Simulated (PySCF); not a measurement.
Chloroform, SMILES ClC(Cl)Cl (PBE0/def2-SVP optimised geometry):

```
5

Cl    -0.815    -1.683    -1.458
C     -0.280    -0.842     0.000
Cl    -0.815     0.842     0.000
Cl    -0.815    -1.683     1.458
H      0.815    -0.842     0.000
```

Method: PBE0/def2-TZVP (PySCF).

What are the frontier orbital energies and the dipole moment?

HOMO-2 -9.38 eV, HOMO-1 -9.23 eV, HOMO -8.87 eV, LUMO -0.85 eV, LUMO+1 0.46 eV; dipole moment 1.09 D.

Meta-Löwdin charges at PBE0/def2-TZVP: Cl1 -0.04, C2 -0.04, Cl3 -0.04, Cl4 -0.04, H5 0.17.
